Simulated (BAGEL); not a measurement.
# B3LYP/6-31G(d) (density fitting with qzvpp-jkfit, spherical functions) run of C3H4F2 (SMILES F/C=C\CF)

What is the energy change on altering one bond length of C3H4F2 at B3LYP/6-31G* (density fitting with qzvpp-jkfit, spherical functions)? 

Program for the calculation: BAGEL 1.2.2.

1 further run of the same task is left out (set aside as unsound or not needed).

### Step 1. The system as given

C3H4F2: 9 atoms, total charge 0, spin state singlet. SMILES: `F/C=C\CF`. Geometry: relaxed at PBE0-D4/def2-TZVP. This is one conformer, not always the lowest.

Bond lengths: F1–C2 1.336 Å, C2–C3 1.320 Å, C3–C4 1.485 Å, C4–F5 1.387 Å, C2–H6 1.084 Å, C3–H7 1.084 Å, C4–H8 1.095 Å, C4–H9 1.091 Å. Some angles: F1–C2–C3 122.6°, C2–C3–C4 124.9°, C3–C4–F5 109.9°, F1–C2–H6 112.2°, C3–C2–H6 125.2°, C2–C3–H7 117.2°, C4–C3–H7 117.9°, C3–C4–H8 111.0°, C3–C4–H9 111.5°, F5–C4–H8 107.0°.

### Step 2. The energy at B3LYP/6-31G(d) (density fitting with qzvpp-jkfit, spherical functions)

Contents of input.json:

```json
{ "bagel": [

{
  "title": "molecule",
  "basis": "6-31gs.json",
  "df_basis": "qzvpp-jkfit",
  "angstrom": true,
  "geometry": [
    { "atom": "F", "xyz": [      -1.771300,       0.696200,      -0.764200 ] },
    { "atom": "C", "xyz": [      -0.756800,      -0.083800,      -1.148800 ] },
    { "atom": "C", "xyz": [       0.269900,      -0.355400,      -0.364300 ] },
    { "atom": "C", "xyz": [       0.439500,       0.155200,       1.019400 ] },
    { "atom": "F", "xyz": [       1.656600,       0.811400,       1.133700 ] },
    { "atom": "H", "xyz": [      -0.888900,      -0.458700,      -2.156900 ] },
    { "atom": "H", "xyz": [       1.042400,      -1.001300,      -0.765600 ] },
    { "atom": "H", "xyz": [       0.449800,      -0.666700,       1.742700 ] },
    { "atom": "H", "xyz": [      -0.352600,       0.856800,       1.286900 ] }
  ]
},

{ "title": "ks", "xc_func": "b3lyp" },

{ "title": "print", "file": "orbitals.molden", "orbitals": true }

]}
```

The basis set 6-31G* is read from a file made from the Basis Set Exchange's data (not shown).

Launch:

```
$ BAGEL_NUM_THREADS=1 BAGEL input.json > input.out
```

The log of the run:

```text
* using 1 threads per process

  ===============================================================
  ===============================================================

  *** Geometry ***

  { "atom" : "F", "xyz" : [     -3.347272,      1.315627,     -1.444129 ] },
  { "atom" : "C", "xyz" : [     -1.430145,     -0.158359,     -2.170917 ] },
  { "atom" : "C", "xyz" : [      0.510037,     -0.671609,     -0.688427 ] },
  { "atom" : "C", "xyz" : [      0.830535,      0.293285,      1.926387 ] },
  { "atom" : "F", "xyz" : [      3.130520,      1.533324,      2.142383 ] },
  { "atom" : "H", "xyz" : [     -1.679778,     -0.866817,     -4.075950 ] },
  { "atom" : "H", "xyz" : [      1.969851,     -1.892183,     -1.446774 ] },
  { "atom" : "H", "xyz" : [      0.849999,     -1.259880,      3.293226 ] },
  { "atom" : "H", "xyz" : [     -0.666317,      1.619117,      2.431889 ] },

  Number of auxiliary basis functions:      451

  Since a DF basis is specified, we compute 2- and 3-index integrals:
    o Being stored without compression. Storage requirement is 0.022 GB

  Number of basis functions:       78
  Number of electrons      :       40

    * METHOD: MOLECULE                             0.52

  *** Kohn-Sham DFT ***

    * Removing 16677 points whose weight is below 1.00e-10
    * Grid points: 117477

  === Nuclear Repulsion ===
   168.4425521106

       - DIIS with orbital gradients will be used.

  === KS iteration (b3lyp / 6-31gs.json) ===
      0       -287.47758075          0.14343017           1.08
      1       -271.02470653          0.17498572           1.07
      2       -274.55318995          0.22032967           1.06
      3       -305.84139332          0.13618958           0.86
      4       -309.01800294          0.10966735           0.77
      5       -315.52523955          0.04303121           0.77
      6       -316.20690375          0.01861595           0.87
      7       -316.29594873          0.01206730           0.89
      8       -316.35259797          0.00334050           0.86
      9       -316.35667845          0.00047391           0.75
     10       -316.35676322          0.00019276           0.79
     11       -316.35677763          0.00007526           0.76
     12       -316.35678007          0.00001707           0.89
     13       -316.35678019          0.00000274           0.88
     14       -316.35678019          0.00000268           0.89
     15       -316.35678019          0.00000036           0.90
     16       -316.35678019          0.00000016           0.93
     17       -316.35678019          0.00000004           0.95
     18       -316.35678019          0.00000002           0.87
     19       -316.35678019          0.00000001           0.84
    * SCF iteration converged.

    * Permanent dipole moment:
           (    0.265324,     0.596992,     0.293153) a.u.

    * METHOD: KS                                  19.77

    * METHOD: PRINT                                0.01

  ===============================================================
```

Run time: 21 s. Hardware: 1 thread of Intel Xeon at 2.50GHz (Skylake/Cascade Lake), shared host; peak memory 0.43 GiB.

### Step 3. The distorted shape at the same level

Contents of calc.json:

```json
{ "bagel": [

{
  "title": "molecule",
  "basis": "6-31gs.json",
  "df_basis": "qzvpp-jkfit",
  "angstrom": "true",
  "geometry": [
    { "atom": "F", "xyz": [   -2.582881,    1.320185,   -0.456527 ] },
    { "atom": "C", "xyz": [   -0.756800,   -0.083800,   -1.148800 ] },
    { "atom": "C", "xyz": [    0.269900,   -0.355400,   -0.364300 ] },
    { "atom": "C", "xyz": [    0.439500,    0.155200,    1.019400 ] },
    { "atom": "F", "xyz": [    1.656600,    0.811400,    1.133700 ] },
    { "atom": "H", "xyz": [   -0.888900,   -0.458700,   -2.156900 ] },
    { "atom": "H", "xyz": [    1.042400,   -1.001300,   -0.765600 ] },
    { "atom": "H", "xyz": [    0.449800,   -0.666700,    1.742700 ] },
    { "atom": "H", "xyz": [   -0.352600,    0.856800,    1.286900 ] }
  ]
},
{
  "title": "ks",
  "xc_func": "b3lyp"
},
{
  "title": "print",
  "file": "orbitals.molden",
  "orbitals": "true"
}

]}
```

The basis set 6-31G* is read from a file made from the Basis Set Exchange's data (not shown).

Launch:

```
$ BAGEL_NUM_THREADS=1 BAGEL calc.json > calc.out
```

The log of the run:

```text
* using 1 threads per process

  ===============================================================
  ===============================================================

  *** Geometry ***

  { "atom" : "F", "xyz" : [     -4.880938,      2.494788,     -0.862711 ] },
  { "atom" : "C", "xyz" : [     -1.430145,     -0.158359,     -2.170917 ] },
  { "atom" : "C", "xyz" : [      0.510037,     -0.671609,     -0.688427 ] },
  { "atom" : "C", "xyz" : [      0.830535,      0.293285,      1.926387 ] },
  { "atom" : "F", "xyz" : [      3.130520,      1.533324,      2.142383 ] },
  { "atom" : "H", "xyz" : [     -1.679778,     -0.866817,     -4.075950 ] },
  { "atom" : "H", "xyz" : [      1.969851,     -1.892183,     -1.446774 ] },
  { "atom" : "H", "xyz" : [      0.849999,     -1.259880,      3.293226 ] },
  { "atom" : "H", "xyz" : [     -0.666317,      1.619117,      2.431889 ] },

  Number of auxiliary basis functions:      451

  Since a DF basis is specified, we compute 2- and 3-index integrals:
    o Being stored without compression. Storage requirement is 0.022 GB

  Number of basis functions:       78
  Number of electrons      :       40

    * METHOD: MOLECULE                             0.61

  *** Kohn-Sham DFT ***

    * Removing 15498 points whose weight is below 1.00e-10
    * Grid points: 118656

  === Nuclear Repulsion ===
   150.3727831616

       - DIIS with orbital gradients will be used.

  === KS iteration (b3lyp / 6-31gs.json) ===
      0       -284.33719542          0.14752595           0.89
      1       -232.04686242          0.19416334           0.73
      2       -262.03716955          0.17116100           0.80
      3       -306.44451564          0.11825152           0.85
      4       -314.17359568          0.06970514           0.80
      5       -313.02888888          0.07201544           0.73
      6       -315.83805905          0.02200389           0.79
      7       -315.63698740          0.03047519           0.76
      8       -316.08978708          0.01366935           0.77
      9       -316.16177183          0.00743543           0.89
     10       -316.18356935          0.00333949           0.85
     11       -316.18398539          0.00302562           0.80
     12       -316.18869261          0.00039543           0.90
     13       -316.18876705          0.00009959           0.81
     14       -316.18877043          0.00003704           0.79
     15       -316.18877096          0.00001459           0.75
     16       -316.18877103          0.00000711           0.72
     17       -316.18877105          0.00000383           0.81
     18       -316.18877105          0.00000265           0.83
     19       -316.18877106          0.00000051           0.82
     20       -316.18877106          0.00000037           0.87
     21       -316.18877106          0.00000017           0.75
     22       -316.18877106          0.00000009           0.83
     23       -316.18877106          0.00000003           0.84
     24       -316.18877106          0.00000007           0.81
     25       -316.18877106          0.00000001           0.86
     26       -316.18877106          0.00000001           0.85
    * SCF iteration converged.

    * Permanent dipole moment:
           (   -1.041299,     1.402457,     0.348966) a.u.

    * METHOD: KS                                  23.64

    * METHOD: PRINT                                0.01

  ===============================================================
```

Wall time 25 s (1 thread of Intel Xeon at 2.50GHz (Skylake/Cascade Lake), shared host); peak memory 0.43 GiB.

### Step 4. What came out

Level: B3LYP/6-31G* (density fitting with qzvpp-jkfit, spherical functions).

```
                                                         quantity          value
                                        first shape: total energy  -316.35678 Eh
                                       first shape: dipole moment         1.82 D
                                         first shape: HOMO energy       -7.23 eV
                                         first shape: LUMO energy        0.21 eV
                                       first shape: HOMO–LUMO gap        7.44 eV
                                    distorted shape: total energy  -316.18877 Eh
                                   distorted shape: dipole moment         4.53 D
                                     distorted shape: HOMO energy       -8.02 eV
                                     distorted shape: LUMO energy       -4.51 eV
                                   distorted shape: HOMO–LUMO gap        3.51 eV
energy change with the F1–C2 bond stretched from 1.336 to 2.405 Å       4.572 eV
```

One bond (distorted shape) is far stretched, which a spin-restricted single reference describes badly; a broken-symmetry solution may lie lower. With the F1–C2 bond stretched from 1.336 to 2.405 Å the energy rises by 4.57 eV (105 kcal/mol). The first shape isn't relaxed at this level, so the change isn't measured from a minimum. A restricted reference can't describe the breaking bond well at this length.
